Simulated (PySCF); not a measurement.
Compound: dimethylphosphine, C2H7P.
Numbering: `[CH3:1][PH:2][CH3:3]` (hydrogens: H4, H5, H6 on C1; H7 on P2; H8, H9, H10 on C3)

Geometry (PBE0-D3(BJ)/def2-SVP, Å), atoms numbered from 1 in this order:
```xyz
10
C2H7P angstrom
C      1.3667    0.2082   -0.1315
P      0.1951   -0.3993    1.1711
C     -1.4114    0.1901    0.4566
H      2.3639   -0.2226    0.0434
H      1.4595    1.3016   -0.0444
H      1.0463   -0.0375   -1.1556
H      0.1059   -1.7493    0.7078
H     -2.2466   -0.2516    1.0205
H     -1.5310   -0.0556   -0.6097
H     -1.4738    1.2827    0.5754
```

The closed-shell ground state was solved at several levels (PySCF, density fitting, gas phase, non-relativistic).

| level | basis functions | total energy (Eh) | HOMO (eV) | LUMO (eV) | gap (eV) | dipole (D) |
| --- | --- | --- | --- | --- | --- | --- |
| B3LYP/cc-pVTZ | 192 | -421.8463 | -6.50 | 0.49 | 6.99 | 1.21 |
| B3LYP/def2-SVPD | 120 | -421.6387 | -6.51 | 0.25 | 6.76 | 1.24 |
| B3LYP/6-31G* | 60 | -421.7732 | -6.33 | 1.39 | 7.72 | 1.40 |
| B3LYP/aug-cc-pVTZ-J | 300 | -421.8573 | -6.54 | -0.41 | 6.13 | 1.24 |
| PBE0/def2-SVPD | 120 | -421.3840 | -6.69 | 0.53 | 7.22 | 1.32 |

Q: Estimate the row for PBE/def2-SVPD, a basis of 120 functions; the other rows only guide the guess.

A: Total energy -421.3329 Eh, HOMO -5.56 eV, LUMO -0.21 eV, gap 5.35 eV, dipole 1.29 D.

Q: Over all these levels, which gives the widest orbital gap and which the narrowest?

A: B3LYP/6-31G* (global hybrid, 20 % exact exchange) has the widest, 7.72 eV, and PBE/def2-SVPD (GGA) the narrowest, 5.35 eV. Functional and basis both differ between the two, so the spread mixes both effects.

Q: How much does the basis alone move the frontier levels among the 4 B3LYP rows?

A: The HOMO by 0.21 eV and the LUMO by 1.80 eV. By rising basis size (HOMO, LUMO in eV): 6-31G* -6.33, 1.39; def2-SVPD -6.51, 0.25; cc-pVTZ -6.50, 0.49; aug-cc-pVTZ-J -6.54, -0.41.

Q: In the def2-SVPD basis, how does the gap go with the fixed share of exact exchange?

A: PBE (0 %) 5.35 eV; B3LYP (20 %) 6.76 eV; PBE0 (25 %) 7.22 eV. Each rise in the share widens the gap here.

Q: How far do the dipole and the HOMO energy spread over the levels?

A: The dipole runs from 1.21 to 1.40 D (mean 1.28 D) and the HOMO from -6.69 to -5.56 eV.
